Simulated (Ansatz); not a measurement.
Frontier orbitals of `C=CC(F)Cl`.

```xyz
9

C    -0.0398   -0.9483   -1.0554
C     0.4830   -0.3293   -0.0100
C    -0.2460    0.6854    0.7935
F    -1.5037    0.8915    0.3318
Cl    0.6408    2.2413    0.7589
H    -1.0476   -0.7370   -1.3910
H     0.5310   -1.6850   -1.6067
H     1.4931   -0.5343    0.3290
H    -0.3107    0.4157    1.8499
```

Total charge 0; spin multiplicity 1. Geometry: relaxed with PBE0-D4/def2-TZVP. It is one conformer, not always the lowest. Basis def2-TZVPP, Ansatz 0.2.0.

Orbital energies of one run (eV). Highest occupied ones, from the top: -9.54, -10.22, -10.64, -12.00, -12.53, -12.93, -14.17, -15.60, -16.06, -16.90, -18.17, -20.90, -23.94, -25.98. Empty: 0.50, 1.98, 2.81, 3.06, 3.31, 4.15.

**Question.** Which functional gave them?
A. revPBE
B. ωB97M-V
C. CAM-B3LYP
D. PBE0

**Answer.** C. HOMO energies: CAM-B3LYP -9.54, revPBE -6.96, ωB97M-V -10.44, PBE0 -8.20 eV.
